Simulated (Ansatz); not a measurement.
**C₂H₆Si: how energies converge with the basis set**

How large a basis does C₂H₆Si need? Two functionals are run in growing sets.

Computed with Ansatz 0.2.0, Gaussian basis. Level: one geometry, several basis sets.

Plan: PBE0-D4/def2-SVP; ωB97M-V/def2-SVP; PBE0-D4/def2-QZVPP; ωB97M-V/def2-QZVPP; the functionals' def2-TZVPP values are taken from earlier runs.

## (1) The geometry

The geometry comes from an earlier relaxation with PBE0-D4 in a triple-zeta def2 set; it is a stationary point, not always the lowest conformer.

SMILES `C=C[SiH3]`, 9 atoms, charge 0, spin multiplicity 1.

Atoms are counted from 1 here; the program's logs count them from 0.

Bond lengths: C1–C2 1.330 Å, C1–H4 1.087 Å, C1–H5 1.087 Å, C2–Si3 1.859 Å, C2–H6 1.089 Å, Si3–H7 1.488 Å, Si3–H8 1.487 Å, Si3–H9 1.488 Å. Angles: C2–C1–H4 121.7°, C2–C1–H5 122.2°, H4–C1–H5 116.1°, C1–C2–Si3 123.1°, C1–C2–H6 118.1°, Si3–C2–H6 118.8°, C2–Si3–H7 110.8°, C2–Si3–H8 109.0°, C2–Si3–H9 110.8°, H7–Si3–H8 109.3°, H7–Si3–H9 107.5°, H8–Si3–H9 109.3°.

## (2) PBE0-D4 in def2-SVP

File in.yaml:

```yaml
crystal:
  periodic: [false, false, false]
  atoms:
    - {symbol: C, position_ang: [-0.713715, 0.870154, -1.048313]}
    - {symbol: C, position_ang: [-0.071316, 0.712467, 0.105649]}
    - {symbol: Si, position_ang: [0.560602, -0.932020, 0.700142]}
    - {symbol: H, position_ang: [-0.905674, 0.033026, -1.713915]}
    - {symbol: H, position_ang: [-1.076742, 1.838593, -1.381470]}
    - {symbol: H, position_ang: [0.089351, 1.592007, 0.727588]}
    - {symbol: H, position_ang: [2.035800, -0.893918, 0.893823]}
    - {symbol: H, position_ang: [0.223362, -1.972387, -0.307337]}
    - {symbol: H, position_ang: [-0.053167, -1.294320, 2.006733]}
basis:
  gaussian: {orbitals: def2-SVP}
hamiltonian: {xc: pbe0, dispersion: d4}
output: {orbitals: {seedname: orbitals}}
```

After this run come: ωB97M-V in def2-SVP; PBE0-D4 in def2-QZVPP; ωB97M-V in def2-QZVPP.

Q: Predict the results of all the runs planned. Wanted: PBE0-D4: double and triple zeta above quadruple; ωB97M-V: double and triple zeta above quadruple.

As calculated:

| quantity | value |
| --- | --- |
| PBE0-D4: double and triple zeta above quadruple | 5.55, 0.39 eV |
| ωB97M-V: double and triple zeta above quadruple | 5.71, 0.37 eV |

For PBE0-D4 the step from double to triple zeta gains 5.15 eV and the next only 0.39 eV. These are total energies; as a rule much of such shifts cancels in differences, which this series doesn't test.
